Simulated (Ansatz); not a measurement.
# CH₃BSi: one structure at several levels

Method: single points in def2-TZVPP; program: Ansatz 0.2.0, Gaussian basis.

Correlated methods freeze the cores.

## 1. Starting geometry

SMILES `BC#[SiH]`, 6 atoms, charge 0, spin multiplicity 1.

Atoms are counted from 1 here; the program's logs count them from 0.

Bond lengths: B1–C2 1.510 Å, B1–H4 1.185 Å, B1–H5 1.168 Å, C2–Si3 1.620 Å, Si3–H6 1.491 Å. Angles: C2–B1–H4 122.8°, C2–B1–H5 119.8°, H4–B1–H5 117.4°, B1–C2–Si3 149.1°, C2–Si3–H6 139.2°.

Geometry (Å):

```xyz
6
charge 0, multiplicity 1
B    -0.51556   -0.19525   -1.16281
C    -0.11241   -0.29515    0.28860
Si    0.72098    0.29978    1.54428
H    -1.30967   -0.92031   -1.65978
H    -0.03612    0.62312   -1.84384
H     0.97738   -0.01274    2.97975
```

## 2. PBE-D4/def2-TZVPP

run/in.yaml

```yaml
crystal:
  periodic: [false, false, false]
  atoms:
    - {symbol: B, position_ang: [-0.515559, -0.195248, -1.162808]}
    - {symbol: C, position_ang: [-0.112407, -0.295153, 0.288596]}
    - {symbol: Si, position_ang: [0.720983, 0.299781, 1.544284]}
    - {symbol: H, position_ang: [-1.309669, -0.920307, -1.659775]}
    - {symbol: H, position_ang: [-0.036121, 0.623124, -1.843839]}
    - {symbol: H, position_ang: [0.977384, -0.012738, 2.979755]}
basis:
  gaussian: {orbitals: def2-TZVPP}
hamiltonian: {xc: pbe, dispersion: d4}
output: {forces: true}
```

The run is started by

```console
> ansatz run in.yaml --threads 2 --pin off --events-out ev --progress --plain --max-ram 3481MiB
```

Q: Estimate wall time and peak memory on 2 threads of Intel Xeon Platinum 8259CL at 2.50GHz, shared host.

About 1.6 s, with a peak of 0.15 GiB.
